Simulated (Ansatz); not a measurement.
Si2H8, closed shell: a pair in one relaxed arrangement.

Input (in.yaml):

```yaml
crystal:
  periodic: [false, false, false]
  atoms:
    - {symbol: Si, position_ang: [0.023581, -0.166078, -2.003062]}
    - {symbol: H, position_ang: [-1.132625, 0.760125, -1.908218]}
    - {symbol: H, position_ang: [0.033448, -0.813634, -3.339679]}
    - {symbol: H, position_ang: [-0.093416, -1.210795, -0.953266]}
    - {symbol: H, position_ang: [1.285961, 0.590233, -1.808121]}
    - {symbol: Si, position_ang: [-0.023522, 0.166035, 2.003062]}
    - {symbol: H, position_ang: [1.121143, -0.764391, 1.837102]}
    - {symbol: H, position_ang: [0.044021, 0.802887, 3.343157]}
    - {symbol: H, position_ang: [-1.298473, -0.583063, 1.872636]}
    - {symbol: H, position_ang: [0.039680, 1.218580, 0.956390]}
basis:
  gaussian: {orbitals: "def2-TZVPPD.json"}
hamiltonian: {xc: {name: revPBE}, dispersion: d4}
```

The basis file named in the input lies beside it (Basis Set Exchange, JSON).

Launched with

```bash
ansatz run in.yaml --threads 2 --pin off --events-out ev --progress --plain --max-ram 5222MiB
```

The run's output (Ansatz 0.2.0):

```
Functional definition: revPBE
  name "revPBE"
  cite "Zhang & Yang, Phys. Rev. Lett. 80, 890 (1998) doi:10.1103/PhysRevLett.80.890"
  cite "Perdew, Burke & Ernzerhof, Phys. Rev. Lett. 77, 3865 (1996) doi:10.1103/PhysRevLett.77.3865"
  parameter kappa = 1.245
  parameter beta = 0.06672455060314922
  exchange = pbe_x(kappa = kappa, mu = beta*pi^2/3)
  correlation = pbe_c(beta = beta)
1082 factors; their error is unknown
mean field evaluation 1: about -15880.4424 eV, gradient 1.9e1 eV
mean field evaluation 2: about -15881.5636 eV, gradient 9.7e0 eV
mean field evaluation 4: about -15881.9391 eV, gradient 2.0e-1 eV
mean field evaluation 8: about -15881.9096 eV, gradient 3.9e-1 eV
mean field -15881.90980908 eV, -583.6494203386 hartree, gradient 2.6e-5 eV, S^2 0.000000; 0 other end points of the search recorded, 0 dependent functions left out
reference -15881.90987177 eV, -583.6494226423 hartree; 18, 18 occupied and 214, 214 virtual orbitals, 1082 factors
Total energy: -15882.31196730 eV, -583.6641993805 hartree
```

The lines “mean field evaluation” count trial sets of orbitals through the whole run, from several starts and some on an approximate energy, so they need not fall steadily or lie above the final value.

The run took about 2 s on 2 CPU threads of an Arm Neoverse V2 (shared host).
